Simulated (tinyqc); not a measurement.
Inside a calculation. Method: CCD on RHF in the sto-3g basis, frozen core, for LiH, spin multiplicity 1. One step of it, computed by the program tinyqc.

Problem. CCD: starting amplitudes. t_ij^ab = <ij||ab> / (e_i + e_j - e_a - e_b), whose energy is MP2.

orbital energies (hartree): MO1 -2.357100, MO2 -0.260663, MO3 0.074992, MO4 0.163042, MO5 0.163042, MO6 0.466419

Two-electron integrals over orbitals (pq|rs), unique and non-zero (hartree); the lowest 1 orbital is frozen and left out:
```
(22|22) 0.468234    (32|22) -0.053781   (32|32) 0.016593    (33|22) 0.216897
(33|32) 0.011183    (33|33) 0.333945    (42|42) 0.022065    (43|42) 0.019674
(43|43) 0.041303    (44|22) 0.256735    (44|32) 0.009328    (44|33) 0.281057
(44|44) 0.312946    (52|52) 0.022065    (53|52) 0.019674    (53|53) 0.041303
(54|54) 0.016869    (55|22) 0.256735    (55|32) 0.009328    (55|33) 0.281057
(55|44) 0.279207    (55|55) 0.312946    (62|22) 0.115012    (62|32) -0.038811
(62|33) -0.017474   (62|44) -0.028537   (62|55) -0.028537   (62|62) 0.127471
(63|22) -0.053792   (63|32) 0.012883    (63|33) 0.036123    (63|44) 0.004975
(63|55) 0.004975    (63|62) -0.035205   (63|63) 0.027969    (64|42) -0.019189
(64|43) -0.012965   (64|64) 0.019744    (65|52) -0.019189   (65|53) -0.012965
(65|65) 0.019744    (66|22) 0.439808    (66|32) -0.046577   (66|33) 0.239560
(66|44) 0.263487    (66|55) 0.263487    (66|62) 0.115534    (66|63) -0.045374
(66|66) 0.438814
```

Give: Starting amplitudes; correlation energy.

Solution.

Starting amplitudes (spin orbitals 1a, 1b, ...; amplitudes related by a flip of all spins are not repeated):
```
from      to       t
2a 2b  6a 6b  -0.088
2a 2b  3a 6b   0.037
2a 2b  5a 5b  -0.026
2a 2b  4a 4b  -0.026
2a 2b  3a 3b  -0.025
```

correlation energy = -0.01557 hartree
